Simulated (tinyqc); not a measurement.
Inside a calculation (part 1 of 3). Method: UHF in the sto-3g basis, for NH, spin multiplicity 3. Computed by tinyqc, a small Python program that keeps every step (integrals from PySCF). Settings: charge = 0, multiplicity = 3, basis = sto-3g, energy threshold = 1e-09, iteration cap = 61, orthogonalisation = canonical, start = core, DIIS depth = 0, method = UHF. Command: `OMP_NUM_THREADS=1 python tinyqc.py 22612 22613 out.jsonl` (the two numbers bound the seeds that draw the settings). One thread of a shared host (Intel(R) Xeon(R) Processor @ 2.60GHz), about 0.1 s of CPU time with the checks. Later iterations appear only in the table of the cycle.

## One-electron integrals

Geometry (angstrom):
```
atom         x         y         z
N     0.000000  0.000000  0.000000
H     0.000000  0.000000  1.422000
```

Basis sto-3g: exponents (1/bohr^2) and contraction coefficients of normalised primitives:
```
element  l (shell)   exponent  coefficient
N            s (1)  99.106169     0.154329
N            s (1)  18.052312     0.535328
N            s (1)   4.885660     0.444635
N            s (2)   3.780456    -0.099967
N            s (2)   0.878497     0.399513
N            s (2)   0.285714     0.700115
N            p (3)   3.780456     0.155916
N            p (3)   0.878497     0.607684
N            p (3)   0.285714     0.391957
H            s (1)   3.425251     0.154329
H            s (1)   0.623914     0.535328
H            s (1)   0.168855     0.444635
```

Overlap, kinetic and nuclear-attraction integrals over the contracted functions; the nuclear repulsion is the sum of Za Zb / Rab.

nuclear repulsion = 2.60495111 hartree

overlap S, order 1N 1s, 1N 2s, 1N 2px, 1N 2py, 1N 2pz, 2H 1s:
```
[[1.000000, 0.235038, 0.000000, 0.000000, 0.000000, 0.022617],
 [0.235038, 1.000000, 0.000000, 0.000000, 0.000000, 0.276498],
 [0.000000, 0.000000, 1.000000, 0.000000, 0.000000, 0.000000],
 [0.000000, 0.000000, 0.000000, 1.000000, 0.000000, 0.000000],
 [0.000000, 0.000000, 0.000000, 0.000000, 1.000000, 0.284508],
 [0.022617, 0.276498, 0.000000, 0.000000, 0.284508, 1.000000]]
```

kinetic energy T (hartree), order 1N 1s, 1N 2s, 1N 2px, 1N 2py, 1N 2pz, 2H 1s:
```
[[21.990753, -0.128416, 0.000000, 0.000000, 0.000000, -0.007049],
 [-0.128416, 0.606994, 0.000000, 0.000000, 0.000000, 0.015642],
 [0.000000, 0.000000, 1.899358, 0.000000, 0.000000, 0.000000],
 [0.000000, 0.000000, 0.000000, 1.899358, 0.000000, 0.000000],
 [0.000000, 0.000000, 0.000000, 0.000000, 1.899358, 0.080102],
 [-0.007049, 0.015642, 0.000000, 0.000000, 0.080102, 0.760032]]
```

nuclear attraction V (hartree), order 1N 1s, 1N 2s, 1N 2px, 1N 2py, 1N 2pz, 2H 1s:
```
[[-46.558099, -5.520412, 0.000000, 0.000000, -0.008023, -0.541899],
 [-5.520412, -7.235758, 0.000000, 0.000000, -0.100958, -1.473273],
 [0.000000, 0.000000, -7.161224, 0.000000, 0.000000, 0.000000],
 [0.000000, 0.000000, 0.000000, -7.161224, 0.000000, 0.000000],
 [-0.008023, -0.100958, 0.000000, 0.000000, -7.219299, -1.354656],
 [-0.541899, -1.473273, 0.000000, 0.000000, -1.354656, -3.816876]]
```

core Hamiltonian H = T + V (hartree), order 1N 1s, 1N 2s, 1N 2px, 1N 2py, 1N 2pz, 2H 1s:
```
[[-24.567346, -5.648829, 0.000000, 0.000000, -0.008023, -0.548947],
 [-5.648829, -6.628764, 0.000000, 0.000000, -0.100958, -1.457631],
 [0.000000, 0.000000, -5.261866, 0.000000, 0.000000, 0.000000],
 [0.000000, 0.000000, 0.000000, -5.261866, 0.000000, 0.000000],
 [-0.008023, -0.100958, 0.000000, 0.000000, -5.319941, -1.274555],
 [-0.548947, -1.457631, 0.000000, 0.000000, -1.274555, -3.056844]]
```

## Two-electron integrals

Functions are numbered as in S; the eight-fold symmetry (ij|kl) = (ji|kl) = (kl|ij) leaves the list below.

Two-electron integrals (ij|kl) in chemists' order, unique and non-zero (hartree):
```
(11|11) 4.166630   (21|11) 0.640849   (21|21) 0.117461   (22|11) 0.969864
(22|21) 0.220936   (22|22) 0.708245   (31|31) 0.020960   (32|31) 0.032452
(32|32) 0.156449   (33|11) 0.967124   (33|21) 0.220977   (33|22) 0.708086
(33|33) 0.762805   (41|41) 0.020960   (42|41) 0.032452   (42|42) 0.156449
(43|43) 0.041119   (44|11) 0.967124   (44|21) 0.220977   (44|22) 0.708086
(44|33) 0.680568   (44|44) 0.762805   (51|51) 0.020960   (52|51) 0.032452
(52|52) 0.156449   (53|53) 0.041119   (54|54) 0.041119   (55|11) 0.967124
(55|21) 0.220977   (55|22) 0.708086   (55|33) 0.680568   (55|44) 0.680568
(55|55) 0.762805   (61|11) 0.062204   (61|21) 0.011325   (61|22) 0.021235
(61|33) 0.021187   (61|44) 0.021187   (61|51) 0.000553   (61|52) 0.001056
(61|55) 0.021333   (61|61) 0.001108   (62|11) 0.183160   (62|21) 0.042380
(62|22) 0.154353   (62|33) 0.151003   (62|44) 0.151003   (62|51) 0.003488
(62|52) 0.028994   (62|55) 0.160893   (62|61) 0.004202   (62|62) 0.046820
(63|31) 0.003908   (63|32) 0.023974   (63|53) 0.005519   (63|63) 0.005516
(64|41) 0.003908   (64|42) 0.023974   (64|54) 0.005519   (64|64) 0.005516
(65|11) 0.158667   (65|21) 0.037125   (65|22) 0.144008   (65|33) 0.137452
(65|44) 0.137452   (65|51) 0.006484   (65|52) 0.048494   (65|55) 0.156951
(65|61) 0.003805   (65|62) 0.052447   (65|65) 0.063387   (66|11) 0.369926
(66|21) 0.086877   (66|22) 0.363539   (66|33) 0.348730   (66|44) 0.348730
(66|51) 0.007659   (66|52) 0.089967   (66|55) 0.392711   (66|61) 0.008648
(66|62) 0.151552   (66|65) 0.189893   (66|66) 0.774606
```

## Orthogonalisation

S = U s U^T; canonical form X = U s^(-1/2), so that X^T S X = 1. Each column of U has its largest component positive (the first on a tie).

eigenvalues of S: [0.573815, 0.837132, 1.000000, 1.000000, 1.145113, 1.443940]

X, order 1N 1s, 1N 2s, 1N 2px, 1N 2py, 1N 2pz, 2H 1s:
```
[[0.370851, 0.719306, 0.000000, 0.000000, 0.573237, 0.278090],
 [-0.753939, -0.466015, 0.000000, 0.000000, 0.381539, 0.474668],
 [0.000000, 0.000000, 0.980106, -0.198473, 0.000000, 0.000000],
 [0.000000, 0.000000, 0.198473, 0.980106, 0.000000, 0.000000],
 [-0.565335, 0.588600, 0.000000, 0.000000, -0.562771, 0.336923],
 [0.846856, -0.336947, 0.000000, 0.000000, -0.287041, 0.525727]]
```

Within a degenerate level the vectors are fixed only up to a rotation; this is one choice.

## Starting guess

The start is the orbitals of the core Hamiltonian; D(s) = C_occ C_occ^T for each spin.

D(alpha) at the start, order 1N 1s, 1N 2s, 1N 2px, 1N 2py, 1N 2pz, 2H 1s:
```
[[1.060150, -0.258171, 0.000000, 0.000000, -0.009993, 0.024469],
 [-0.258171, 1.107453, 0.000000, 0.000000, 0.054230, -0.102407],
 [0.000000, 0.000000, 1.000000, 0.000000, 0.000000, 0.000000],
 [0.000000, 0.000000, 0.000000, 1.000000, 0.000000, 0.000000],
 [-0.009993, 0.054230, 0.000000, 0.000000, 1.058725, -0.129204],
 [0.024469, -0.102407, 0.000000, 0.000000, -0.129204, 0.024074]]
```

D(beta) at the start, order 1N 1s, 1N 2s, 1N 2px, 1N 2py, 1N 2pz, 2H 1s:
```
[[1.060150, -0.258171, 0.000000, 0.000000, -0.009993, 0.024469],
 [-0.258171, 1.107453, 0.000000, 0.000000, 0.054230, -0.102407],
 [0.000000, 0.000000, 0.000000, 0.000000, 0.000000, 0.000000],
 [0.000000, 0.000000, 0.000000, 0.000000, 0.000000, 0.000000],
 [-0.009993, 0.054230, 0.000000, 0.000000, 1.058725, -0.129204],
 [0.024469, -0.102407, 0.000000, 0.000000, -0.129204, 0.024074]]
```

## Iteration 1: building the Fock matrix

J_ij = sum D_kl (ij|kl) with D = D(alpha) + D(beta), K_ij = sum D_kl (ik|jl) for each spin; F = H + J - K(s); E = tr D H + tr D J / 2 - 0.5 sum_s tr D(s) K(s) + E_nn.

Coulomb J (hartree), order 1N 1s, 1N 2s, 1N 2px, 1N 2py, 1N 2pz, 2H 1s:
```
[[14.169824, 2.605452, 0.000000, 0.000000, 0.001845, 0.251818],
 [2.605452, 6.194382, 0.000000, 0.000000, 0.000136, 1.296728],
 [0.000000, 0.000000, 6.161149, 0.000000, 0.000000, 0.000000],
 [0.000000, 0.000000, 0.000000, 6.161149, 0.000000, 0.000000],
 [0.001845, 0.000136, 0.000000, 0.000000, 6.241048, 1.189821],
 [0.251818, 1.296728, 0.000000, 0.000000, 1.189821, 2.925981]]
```

exchange K(alpha) (hartree), order 1N 1s, 1N 2s, 1N 2px, 1N 2py, 1N 2pz, 2H 1s:
```
[[4.281159, 0.740375, 0.000000, 0.000000, 0.000353, 0.076440],
 [0.740375, 1.237428, 0.000000, 0.000000, 0.001837, 0.220264],
 [0.000000, 0.000000, 1.020169, 0.000000, 0.000000, 0.000000],
 [0.000000, 0.000000, 0.000000, 1.020169, 0.000000, 0.000000],
 [0.000353, 0.001837, 0.000000, 0.000000, 1.019916, 0.151144],
 [0.076440, 0.220264, 0.000000, 0.000000, 0.151144, 0.073573]]
```

exchange K(beta) (hartree), order 1N 1s, 1N 2s, 1N 2px, 1N 2py, 1N 2pz, 2H 1s:
```
[[4.239238, 0.675472, 0.000000, 0.000000, 0.000353, 0.068624],
 [0.675472, 0.924529, 0.000000, 0.000000, 0.001837, 0.172317],
 [0.000000, 0.000000, 0.216246, 0.000000, 0.000000, 0.000000],
 [0.000000, 0.000000, 0.000000, 0.216246, 0.000000, 0.000000],
 [0.000353, 0.001837, 0.000000, 0.000000, 0.937679, 0.140106],
 [0.068624, 0.172317, 0.000000, 0.000000, 0.140106, 0.062540]]
```

F(alpha) (hartree), order 1N 1s, 1N 2s, 1N 2px, 1N 2py, 1N 2pz, 2H 1s:
```
[[-14.678682, -3.783752, 0.000000, 0.000000, -0.006531, -0.373569],
 [-3.783752, -1.671810, 0.000000, 0.000000, -0.102659, -0.381167],
 [0.000000, 0.000000, -0.120886, 0.000000, 0.000000, 0.000000],
 [0.000000, 0.000000, 0.000000, -0.120886, 0.000000, 0.000000],
 [-0.006531, -0.102659, 0.000000, 0.000000, -0.098809, -0.235877],
 [-0.373569, -0.381167, 0.000000, 0.000000, -0.235877, -0.204436]]
```

F(beta) (hartree), order 1N 1s, 1N 2s, 1N 2px, 1N 2py, 1N 2pz, 2H 1s:
```
[[-14.636761, -3.718849, 0.000000, 0.000000, -0.006531, -0.365752],
 [-3.718849, -1.358911, 0.000000, 0.000000, -0.102659, -0.333219],
 [0.000000, 0.000000, 0.683037, 0.000000, 0.000000, 0.000000],
 [0.000000, 0.000000, 0.000000, 0.683037, 0.000000, 0.000000],
 [-0.006531, -0.102659, 0.000000, 0.000000, -0.016572, -0.224839],
 [-0.365752, -0.333219, 0.000000, 0.000000, -0.224839, -0.193403]]
```

total energy of this density = -53.60579120 hartree

## Iteration 1: diagonalisation and new density

Diagonalise F' = X^T F X, C = X C', fill 5 alpha and 3 beta electrons from the bottom; D(s) = C_occ C_occ^T. Each column has its largest component positive (the first on a tie).

F' = X^T F X (alpha) (hartree):
```
[[-0.638217, -1.975938, 0.000000, 0.000000, -1.812427, -0.966767],
 [-1.975938, -5.272857, 0.000000, 0.000000, -5.677048, -3.364652],
 [0.000000, 0.000000, -0.120886, 0.000000, 0.000000, 0.000000],
 [0.000000, 0.000000, 0.000000, -0.120886, 0.000000, 0.000000],
 [-1.812427, -5.677048, 0.000000, 0.000000, -6.591526, -4.024844],
 [-0.966767, -3.364652, 0.000000, 0.000000, -4.024844, -2.995553]]
```

orbital energies (alpha) (hartree): [-14.687383, -0.764892, -0.213379, -0.120886, -0.120886, 0.167501]

coefficients C (alpha), order 1N 1s, 1N 2s, 1N 2px, 1N 2py, 1N 2pz, 2H 1s:
```
[[0.993542, -0.253000, 0.090283, 0.000000, 0.000000, 0.039754],
 [0.026579, 0.963074, -0.413354, 0.000000, 0.000000, -0.239574],
 [0.000000, 0.000000, 0.000000, 0.477674, 0.878537, 0.000000],
 [0.000000, 0.000000, 0.000000, 0.878537, -0.477674, 0.000000],
 [0.001824, 0.149670, 0.602498, 0.000000, 0.000000, -0.843133],
 [-0.004410, 0.135617, 0.632951, 0.000000, 0.000000, 0.877748]]
```

F' = X^T F X (beta) (hartree):
```
[[-0.523577, -1.927100, 0.000000, 0.000000, -1.863545, -1.083853],
 [-1.927100, -5.190093, 0.000000, 0.000000, -5.743742, -3.412407],
 [0.000000, 0.000000, 0.683037, 0.000000, 0.000000, 0.000000],
 [0.000000, 0.000000, 0.000000, 0.683037, 0.000000, 0.000000],
 [-1.863545, -5.743742, 0.000000, 0.000000, -6.486365, -3.953722],
 [-1.083853, -3.412407, 0.000000, 0.000000, -3.953722, -2.862167]]
```

orbital energies (beta) (hartree): [-14.642720, -0.508191, -0.130612, 0.219321, 0.683037, 0.683037]

coefficients C (beta), order 1N 1s, 1N 2s, 1N 2px, 1N 2py, 1N 2pz, 2H 1s:
```
[[0.994750, -0.221224, 0.143147, -0.043655, 0.000000, 0.000000],
 [0.021797, 0.836441, -0.627112, 0.251192, 0.000000, 0.000000],
 [0.000000, 0.000000, 0.000000, 0.000000, 0.906999, 0.421132],
 [0.000000, 0.000000, 0.000000, 0.000000, -0.421132, 0.906999],
 [0.001582, 0.223996, 0.501074, 0.891645, 0.000000, 0.000000],
 [-0.003656, 0.320194, 0.642516, -0.821045, 0.000000, 0.000000]]
```

D(alpha) after iteration 1, order 1N 1s, 1N 2s, 1N 2px, 1N 2py, 1N 2pz, 2H 1s:
```
[[1.059285, -0.254569, 0.000000, 0.000000, 0.018341, 0.018452],
 [-0.254569, 1.099080, 0.000000, 0.000000, -0.104854, -0.131141],
 [0.000000, 0.000000, 1.000000, 0.000000, 0.000000, 0.000000],
 [0.000000, 0.000000, 0.000000, 1.000000, 0.000000, 0.000000],
 [0.018341, -0.104854, 0.000000, 0.000000, 0.385409, 0.401642],
 [0.018452, -0.131141, 0.000000, 0.000000, 0.401642, 0.419038]]
```

D(beta) after iteration 1, order 1N 1s, 1N 2s, 1N 2px, 1N 2py, 1N 2pz, 2H 1s:
```
[[1.058960, -0.253128, 0.000000, 0.000000, 0.023748, 0.017503],
 [-0.253128, 1.093378, 0.000000, 0.000000, -0.126836, -0.135186],
 [0.000000, 0.000000, 0.000000, 0.000000, 0.000000, 0.000000],
 [0.000000, 0.000000, 0.000000, 0.000000, 0.000000, 0.000000],
 [0.023748, -0.126836, 0.000000, 0.000000, 0.301252, 0.393664],
 [0.017503, -0.135186, 0.000000, 0.000000, 0.393664, 0.515364]]
```

Within a degenerate level the vectors are fixed only up to a rotation; this is one choice.

## Iteration 2: building the Fock matrix

As before.

Coulomb J (hartree), order 1N 1s, 1N 2s, 1N 2px, 1N 2py, 1N 2pz, 2H 1s:
```
[[13.404897, 2.434759, 0.000000, 0.000000, 0.002379, 0.235374],
 [2.434759, 5.773321, 0.000000, 0.000000, 0.076069, 1.283096],
 [0.000000, 0.000000, 5.752944, 0.000000, 0.000000, 0.000000],
 [0.000000, 0.000000, 0.000000, 5.752944, 0.000000, 0.000000],
 [0.002379, 0.076069, 0.000000, 0.000000, 5.794030, 1.225481],
 [0.235374, 1.283096, 0.000000, 0.000000, 1.225481, 3.364235]]
```

exchange K(alpha) (hartree), order 1N 1s, 1N 2s, 1N 2px, 1N 2py, 1N 2pz, 2H 1s:
```
[[4.266700, 0.721110, 0.000000, 0.000000, 0.002247, 0.075068],
 [0.721110, 1.167542, 0.000000, 0.000000, -0.001865, 0.283217],
 [0.000000, 0.000000, 0.998003, 0.000000, 0.000000, 0.000000],
 [0.000000, 0.000000, 0.000000, 0.998003, 0.000000, 0.000000],
 [0.002247, -0.001865, 0.000000, 0.000000, 0.694018, 0.325674],
 [0.075068, 0.283217, 0.000000, 0.000000, 0.325674, 0.512795]]
```

exchange K(beta) (hartree), order 1N 1s, 1N 2s, 1N 2px, 1N 2py, 1N 2pz, 2H 1s:
```
[[4.222726, 0.653502, 0.000000, 0.000000, 0.001857, 0.066713],
 [0.653502, 0.840755, 0.000000, 0.000000, -0.016855, 0.238516],
 [0.000000, 0.000000, 0.190056, 0.000000, 0.000000, 0.000000],
 [0.000000, 0.000000, 0.000000, 0.190056, 0.000000, 0.000000],
 [0.001857, -0.016855, 0.000000, 0.000000, 0.549977, 0.310883],
 [0.066713, 0.238516, 0.000000, 0.000000, 0.310883, 0.564250]]
```

F(alpha) (hartree), order 1N 1s, 1N 2s, 1N 2px, 1N 2py, 1N 2pz, 2H 1s:
```
[[-15.429150, -3.935180, 0.000000, 0.000000, -0.007891, -0.388641],
 [-3.935180, -2.022985, 0.000000, 0.000000, -0.023024, -0.457752],
 [0.000000, 0.000000, -0.506925, 0.000000, 0.000000, 0.000000],
 [0.000000, 0.000000, 0.000000, -0.506925, 0.000000, 0.000000],
 [-0.007891, -0.023024, 0.000000, 0.000000, -0.219929, -0.374748],
 [-0.388641, -0.457752, 0.000000, 0.000000, -0.374748, -0.205404]]
```

F(beta) (hartree), order 1N 1s, 1N 2s, 1N 2px, 1N 2py, 1N 2pz, 2H 1s:
```
[[-15.385175, -3.867572, 0.000000, 0.000000, -0.007501, -0.380287],
 [-3.867572, -1.696199, 0.000000, 0.000000, -0.008033, -0.413051],
 [0.000000, 0.000000, 0.301022, 0.000000, 0.000000, 0.000000],
 [0.000000, 0.000000, 0.000000, 0.301022, 0.000000, 0.000000],
 [-0.007501, -0.008033, 0.000000, 0.000000, -0.075888, -0.359957],
 [-0.380287, -0.413051, 0.000000, 0.000000, -0.359957, -0.256859]]
```

total energy of this density = -54.18562385 hartree

## Iteration 2: diagonalisation and new density

As before.

F' = X^T F X (alpha) (hartree):
```
[[-0.606016, -2.256950, 0.000000, 0.000000, -1.851274, -0.937577],
 [-2.256950, -5.684466, 0.000000, 0.000000, -5.843515, -3.484304],
 [0.000000, 0.000000, -0.506925, 0.000000, 0.000000, 0.000000],
 [0.000000, 0.000000, 0.000000, -0.506925, 0.000000, 0.000000],
 [-1.851274, -5.843515, 0.000000, 0.000000, -7.050382, -4.207069],
 [-0.937577, -3.484304, 0.000000, 0.000000, -4.207069, -3.253316]]
```

orbital energies (alpha) (hartree): [-15.436373, -1.084218, -0.506925, -0.506925, -0.414699, 0.341110]

coefficients C (alpha), order 1N 1s, 1N 2s, 1N 2px, 1N 2py, 1N 2pz, 2H 1s:
```
[[0.994232, -0.259303, 0.000000, 0.000000, 0.047069, 0.053990],
 [0.023840, 1.003187, 0.000000, 0.000000, -0.240168, -0.303054],
 [0.000000, 0.000000, 0.951675, 0.307106, 0.000000, 0.000000],
 [0.000000, 0.000000, -0.307106, 0.951675, 0.000000, 0.000000],
 [0.001553, 0.030121, 0.000000, 0.000000, 0.701540, -0.776668],
 [-0.003794, 0.075159, 0.000000, 0.000000, 0.552248, 0.937464]]
```

F' = X^T F X (beta) (hartree):
```
[[-0.496269, -2.206827, 0.000000, 0.000000, -1.871692, -1.106779],
 [-2.206827, -5.595783, 0.000000, 0.000000, -5.931211, -3.506626],
 [0.000000, 0.000000, 0.301022, 0.000000, 0.000000, 0.000000],
 [0.000000, 0.000000, 0.000000, 0.301022, 0.000000, 0.000000],
 [-1.871692, -5.931211, 0.000000, 0.000000, -6.931858, -4.137997],
 [-1.106779, -3.506626, 0.000000, 0.000000, -4.137997, -3.121449]]
```

orbital energies (beta) (hartree): [-15.389880, -0.788647, -0.355044, 0.301022, 0.301022, 0.388212]

coefficients C (beta), order 1N 1s, 1N 2s, 1N 2px, 1N 2py, 1N 2pz, 2H 1s:
```
[[0.995429, -0.244879, 0.079254, 0.000000, 0.000000, -0.061153],
 [0.019061, 0.951579, -0.379994, 0.000000, 0.000000, 0.325905],
 [0.000000, 0.000000, 0.000000, 0.151377, 0.988476, 0.000000],
 [0.000000, 0.000000, 0.000000, 0.988476, -0.151377, 0.000000],
 [0.001302, 0.044951, 0.594938, 0.000000, 0.000000, 0.860412],
 [-0.003066, 0.193476, 0.650867, 0.000000, 0.000000, -0.853469]]
```

D(alpha) after iteration 2, order 1N 1s, 1N 2s, 1N 2px, 1N 2py, 1N 2pz, 2H 1s:
```
[[1.057951, -0.247732, 0.000000, 0.000000, 0.026755, 0.002733],
 [-0.247732, 1.064634, 0.000000, 0.000000, -0.138234, -0.057324],
 [0.000000, 0.000000, 1.000000, 0.000000, 0.000000, 0.000000],
 [0.000000, 0.000000, 0.000000, 1.000000, 0.000000, 0.000000],
 [0.026755, -0.138234, 0.000000, 0.000000, 0.493069, 0.389682],
 [0.002733, -0.057324, 0.000000, 0.000000, 0.389682, 0.310641]]
```

D(beta) after iteration 2, order 1N 1s, 1N 2s, 1N 2px, 1N 2py, 1N 2pz, 2H 1s:
```
[[1.057126, -0.244163, 0.000000, 0.000000, 0.037440, 0.001153],
 [-0.244163, 1.050262, 0.000000, 0.000000, -0.183274, -0.063277],
 [0.000000, 0.000000, 0.000000, 0.000000, 0.000000, 0.000000],
 [0.000000, 0.000000, 0.000000, 0.000000, 0.000000, 0.000000],
 [0.037440, -0.183274, 0.000000, 0.000000, 0.355973, 0.395918],
 [0.001153, -0.063277, 0.000000, 0.000000, 0.395918, 0.461070]]
```

Within a degenerate level the vectors are fixed only up to a rotation; this is one choice.
